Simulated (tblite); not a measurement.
C₃H₆P (charge -1).
Numbering: `[CH2:1]=[CH:2][CH2:3][PH-:4]` (hydrogens: H5, H6 on C1; H7 on C2; H8, H9 on C3; H10 on P4)
Bond orders are those of one Lewis drawing.

Computed with GFN2-xTB (tblite), gas phase: L-BFGS steps from a force-field or distance-geometry start until the largest atomic force falls under 0.01 eV/Å.

Step 0: E = -329.6865 eV
```
atom  x, y, z in Å  |  force x, y, z in eV/Å
C1     -1.3081   -0.7324   -0.3883   -0.886  -0.540   0.490
C2     -0.5839    0.0350    0.4053    0.624   0.996  -0.541
C3      0.5624    0.8675   -0.1139   -1.956  -0.695  -0.700
P4      2.0439    0.2877    0.7211    2.428  -0.499   1.372
H5     -2.1170   -1.3125    0.0615    0.193  -0.124  -0.360
H6     -1.1811   -0.8100   -1.4532    0.081   0.028  -0.010
H7     -0.7650    0.0739    1.4677    0.038  -0.007   0.054
H8      0.6011    0.7094   -1.2096    0.070   0.469   0.196
H9      0.3973    1.9368    0.1538    0.402  -0.572  -0.210
H10     2.3594   -1.0508    0.3330   -0.993   0.944  -0.291
```

Step 1: E = -329.8659 eV
```
atom  x, y, z in Å  |  force x, y, z in eV/Å
C1     -1.3208   -0.7402   -0.3813    0.136   0.287   0.326
C2     -0.5750    0.0492    0.3975   -0.575  -0.166  -0.394
C3      0.5344    0.8576   -0.1239   -0.325  -0.236  -0.064
P4      2.0786    0.2806    0.7407    1.218  -0.039   0.702
H5     -2.1143   -1.3143    0.0564   -0.179  -0.354  -0.077
H6     -1.1799   -0.8096   -1.4534   -0.007  -0.004   0.213
H7     -0.7645    0.0738    1.4685    0.127   0.073  -0.192
H8      0.6021    0.7161   -1.2068    0.077   0.324  -0.047
H9      0.4030    1.9287    0.1508    0.334  -0.541  -0.198
H10     2.3452   -1.0373    0.3289   -0.806   0.656  -0.269
```

**Question.** Estimate the geometry and energy of step 2. (The exact step hangs on the optimiser's Hessian estimate; all steps are aligned on step 1, rigid shifts and turns removed.)

**Answer.** E = -329.9492 eV, largest force 0.755 eV/Å
```
atom  x, y, z in Å  |  force x, y, z in eV/Å
C1     -1.3219   -0.7363   -0.3719   -0.457  -0.378  -0.467
C2     -0.5847    0.0502    0.3864   -0.114   0.213   0.508
C3      0.5183    0.8492   -0.1285    0.583  -0.162   0.272
P4      2.1164    0.2775    0.7624    0.292   0.327   0.208
H5     -2.1173   -1.3226    0.0530   -0.118  -0.265  -0.055
H6     -1.1797   -0.8096   -1.4488   -0.033  -0.001   0.308
H7     -0.7615    0.0753    1.4646    0.109   0.089  -0.297
H8      0.6041    0.7254   -1.2069    0.116   0.190  -0.124
H9      0.4122    1.9142    0.1455    0.226  -0.348  -0.100
H10     2.3230   -1.0186    0.3216   -0.603   0.336  -0.254
```

The energy changes by -0.0833 eV. The first-order estimate −F·Δx gives -0.1359 eV and the mean of the old and new forces, exact on a quadratic surface, -0.0842 eV. The step makes an angle of 13° with the force vector and moves no atom by more than 0.044 Å.
